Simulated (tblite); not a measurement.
Record of a relaxation.

Compound: C5H8N (doublet state).
Atom-mapped SMILES: `[CH2:1][C:2]1=[N:3][CH2:4][CH2:5][CH2:6]1` (hydrogens: H7, H8 on C1; H9, H10 on C4; H11, H12 on C5; H13, H14 on C6)
Bond orders are those of one Lewis drawing.

Computed with GFN2-xTB (tblite), gas phase: L-BFGS steps from a force-field or distance-geometry start until the largest atomic force falls under 0.01 eV/Å. 5 of its 83 geometries are shown.

Step 0: E = -478.4771 eV, largest atomic force 2.362 eV/Å
```
atom  x, y, z in Å  |  force x, y, z in eV/Å
C1      2.356   -0.128    0.072   -1.721  -1.271  -0.724
C2      0.864   -0.149   -0.069    1.176  -1.254   0.228
N3      0.190   -1.242   -0.016    0.111   0.310  -0.554
C4     -1.235   -0.903   -0.187    0.088  -1.147   2.063
C5     -1.278    0.486    0.390    0.330   0.573   0.343
C6     -0.018    1.031   -0.256    0.224   1.672   0.105
H7      2.724   -0.599    0.982    0.009   0.441  -0.246
H8      2.773   -0.548   -0.853    0.304   0.632   0.493
H9     -1.798   -1.555    0.528    0.181  -0.085  -1.065
H10    -1.558   -0.986   -1.215   -0.054  -0.137  -0.143
H11    -2.177    1.058    0.189   -0.052   0.018   0.176
H12    -1.028    0.383    1.476   -0.731   0.318  -0.617
H13    -0.205    1.236   -1.328    0.308   0.049   0.411
H14     0.389    1.914    0.266   -0.173  -0.119  -0.471
```

Step 20: E = -479.2358 eV, largest atomic force 0.516 eV/Å
```
atom  x, y, z in Å  |  force x, y, z in eV/Å
C1      2.276   -0.337   -0.048    0.104   0.094  -0.256
C2      0.866   -0.387   -0.100   -0.329   0.104   0.064
N3      0.085   -1.391   -0.051   -0.058  -0.134   0.298
C4     -1.298   -0.966   -0.045    0.038   0.143  -0.188
C5     -1.259    0.534    0.340   -0.243  -0.336  -0.106
C6      0.108    0.958   -0.183   -0.130  -0.219  -0.020
H7      2.801   -0.602    0.855    0.064  -0.255  -0.366
H8      2.777    0.175   -0.864    0.028   0.055   0.512
H9     -1.895   -1.571    0.658    0.278   0.106  -0.351
H10    -1.691   -1.090   -1.075    0.040  -0.099   0.460
H11    -2.076    1.081   -0.130    0.026   0.061   0.210
H12    -1.316    0.603    1.429   -0.003   0.213  -0.105
H13     0.013    1.279   -1.217    0.215   0.088  -0.154
H14     0.610    1.713    0.409   -0.032   0.178   0.003
```

Step 41: E = -479.8942 eV, largest atomic force 0.095 eV/Å
```
atom  x, y, z in Å  |  force x, y, z in eV/Å
C1      2.260   -0.325   -0.043   -0.040   0.047   0.009
C2      0.890   -0.279   -0.034   -0.036  -0.023  -0.019
N3      0.134   -1.350    0.097   -0.011  -0.031  -0.015
C4     -1.241   -0.975    0.043    0.003   0.024  -0.023
C5     -1.302    0.548    0.264   -0.011   0.025  -0.010
C6      0.081    0.996   -0.208   -0.004  -0.024   0.005
H7      2.776   -1.258    0.076    0.004  -0.032   0.008
H8      2.838    0.574   -0.162    0.009  -0.029   0.002
H9     -1.828   -1.549    0.765    0.084  -0.026   0.035
H10    -1.624   -1.240   -0.954    0.026  -0.025   0.016
H11    -2.123    1.010   -0.279   -0.012   0.044  -0.040
H12    -1.426    0.759    1.327    0.001   0.008   0.011
H13     0.074    1.257   -1.270   -0.008   0.043   0.018
H14     0.489    1.833    0.355   -0.004  -0.002   0.002
```

Step 62: E = -479.9028 eV, largest atomic force 0.028 eV/Å
```
atom  x, y, z in Å  |  force x, y, z in eV/Å
C1      2.260   -0.331   -0.060    0.003  -0.010   0.018
C2      0.890   -0.276   -0.064    0.004   0.013  -0.001
N3      0.138   -1.349    0.042    0.001   0.009   0.001
C4     -1.237   -0.982    0.054   -0.001  -0.001   0.009
C5     -1.313    0.551    0.228   -0.008  -0.003   0.000
C6      0.086    1.008   -0.194   -0.010  -0.001   0.015
H7      2.761   -1.275    0.047    0.001   0.003  -0.014
H8      2.854    0.562   -0.134    0.000   0.001  -0.022
H9     -1.747   -1.534    0.849   -0.019  -0.009  -0.016
H10    -1.686   -1.304   -0.895    0.009  -0.016   0.010
H11    -2.110    0.994   -0.366    0.019   0.005  -0.015
H12    -1.491    0.791    1.278    0.006   0.013  -0.010
H13     0.108    1.338   -1.236   -0.009  -0.006   0.026
H14     0.485    1.807    0.428    0.004  -0.001   0.000
```

Step 82: E = -479.9057 eV, largest atomic force 0.007 eV/Å
```
atom  x, y, z in Å  |  force x, y, z in eV/Å
C1      2.262   -0.336   -0.092    0.004   0.000  -0.003
C2      0.893   -0.276   -0.052    0.000  -0.002  -0.001
N3      0.141   -1.348    0.062    0.001   0.001   0.005
C4     -1.234   -0.987    0.079    0.001   0.000   0.000
C5     -1.325    0.553    0.193   -0.001   0.002  -0.001
C6      0.095    1.013   -0.149   -0.002   0.003   0.000
H7      2.764   -1.283   -0.019   -0.005   0.005  -0.001
H8      2.855    0.555   -0.193   -0.001  -0.004   0.003
H9     -1.732   -1.511    0.900   -0.001  -0.002  -0.002
H10    -1.692   -1.356   -0.849    0.000  -0.002   0.001
H11    -2.075    0.965   -0.479   -0.003  -0.001  -0.003
H12    -1.587    0.835    1.213    0.005   0.000   0.001
H13     0.162    1.402   -1.168   -0.001   0.000   0.000
H14     0.474    1.774    0.532    0.002  -0.001   0.002
```

Question: Summarise the path.

Answer: The energy falls by 137.84 kJ/mol from step 0 to step 82; nine tenths of that is first reached at step 32. It falls at every step. The largest force goes from 2.362 to 0.007 eV/Å. Among the bonds C1–C2 changes most, from 1.499 to 1.371 Å; the atoms move by 0.607 Å rms after alignment.

The cost below is that of the whole relaxation. Time: 0.3 s. Hardware: one thread, Arm Neoverse V2 (aarch64), shared host with 192 logical CPUs at a one-minute load of 195.
